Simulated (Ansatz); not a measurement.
Molecule (SMILES): S (H2S).
Atoms: S1, H2, H3. Bonds: S1-H2, S1-H3.

Basis-set convergence of the lowest harmonic wavenumber at HF with Ansatz (a program for electronic structure). Each level at its own minimum, finite differences of forces, unscaled; the reference is a large set that could be run, not a limit. Cartesian d functions, on some or all atoms, in 6-31G*; all else is spherical. The program fits the integrals of some runs and decomposes those of others, by size. No added dispersion term, no relativity. Reference: the value in pcseg-3, 1320 cm⁻¹. Deviations are taken from unrounded values.

```
basis            functions  lowest harmonic wavenumber (cm⁻¹)  minus reference (cm⁻¹)
---------------  ---------  ---------------------------------  ----------------------
STO-3G                  11                               1609                     290
3-21G                   17                               1322                       2
6-31G                   17                               1294                     -26
def2-SV(P)              22                               1346                      26
6-31G*                  23                               1368                      48
pcseg-1                 28                               1328                       8
def2-SVPD               43                               1305                     -15
aug-pcseg-1             45                               1321                       1
def2-TZVP               49                               1323                       3
aug-cc-pV(D+d)Z         50                               1304                     -16
pcseg-2                 62                               1322                       2
def2-TZVPD              64                               1319                      -1
cc-pV(T+d)Z             67                               1320                       0
def2-TZVPP              70                               1320                       1
jun-cc-pV(T+d)Z         76                               1319                      -1
cc-pV(Q+d)Z            124                               1320                       0
def2-QZVPP             130                               1320                       0
pcseg-3                130                               1320                       0
```
